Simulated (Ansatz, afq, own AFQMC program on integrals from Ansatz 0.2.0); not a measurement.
**Atomization energy of HO2, doublet**

```xyz
3

O     0.0000   -0.1015    0.6187
O     0.0000    0.0512   -0.6811
H     0.0000    0.7992    0.9917
```

Connectivity, by distances: OH–O.

Atoms in their ground-state spins without spin–orbit coupling (mostly on UHF) minus the molecule (UHF), without zero-point energy. The geometry is a stationary point, not shown to be a minimum.

Basis cc-pVDZ. Noble-gas cores (and the filled d shells of Ga–Kr and In–Xe) are frozen. AFQMC by an in-house program on the Cholesky factors that Ansatz 0.2.0 writes for its CCSD(T) run. ph-AFQMC/CISD is guided by a CISD state made of CCSD amplitudes; releasing the constraint for a short imaginary time cuts its bias at the price of noise, slowly where states lie close. ± is one standard error of the sampling. The errors of all members are added in quadrature.

No full CI on the walks' own integrals is used here; CCSDT(Q) serves as the reference and is uncertain by about the last step of the cluster series. Each member takes its own surest rung, up to full CI.

The best estimate is CCSD(T) at the basis-set limit (CBS: def2-TZVPP and def2-QZVPP, with their diffuse functions for anions and beside diffuse sets, CCSD(T) itself extrapolated) plus the step from CCSD(T) to CCSDT(Q) in cc-pVDZ. Rows without CBS are in cc-pVDZ; B2PLYP and the wave-function rows carry a basis error of their own. Core correlation and relativity beyond core potentials are missing, and ± holds the sampling alone.

Cautions: HO₂ (doublet): the released energies are still falling, so no released level is given (meV from the phaseless value at times in 1/Eh: -2 ± 16 at 0.24, -16 ± 17 at 0.51, -37 ± 22 at 0.99, -48 ± 25 at 1.62, -32 ± 34 at 2.40), though the last usable value meets CCSDT(Q) within the noise; other spins of the molecule weren't checked.

```csv
level,atomization energy (kJ/mol)
MP2,636.5
CCSD,608.6
HF,273.7
```

**Question.** From these cheaper values, estimate the atomization energy at the level of the best estimate.

**Answer.** 733.7 kJ/mol (best estimate, highest rung CCSDT(Q)).

```
        level  atomization energy (kJ/mol)  error against the best estimate (kJ/mol)
      CCSD(T)                        626.8                                    -106.9
        CCSDT                        627.8                                    -105.9
     CCSDT(Q)                        630.7                                    -103.0
ph-AFQMC/CISD                  627.3 ± 1.6                              -106.4 ± 1.6
       HF/CBS                        301.2                                    -432.5
      MP2/CBS                        746.5                                      12.8
  CCSD(T)/CBS                        729.8                                      -3.9
```

Correlation beyond CCSD(T) adds 3.9 kJ/mol. Going to the basis-set limit adds 103.1 kJ/mol at CCSD(T). The perturbative (T) step is worth +18.1 kJ/mol.

Best estimates are given only where the step beyond CCSD(T) is under 0.3 eV and no member's determinant is very poor (T1 over 0.05, or 0.07 for open shells, ⟨S²⟩ too high by 0.3, two states mixed), so the hardest cases are missing from such tables.

CCSDT and higher add their correlation energy to the determinant of the CCSD(T) run, since their own runs factorise the integrals more tightly (a shift of under 2 meV). Each member of a difference takes its own highest rung, so a best estimate needn't equal the limit plus the step of one row. A walk keeps the symmetry of its determinant, which the program's search chose and which needn't be the lowest solution, so a lower state of the same spin and another symmetry isn't excluded.
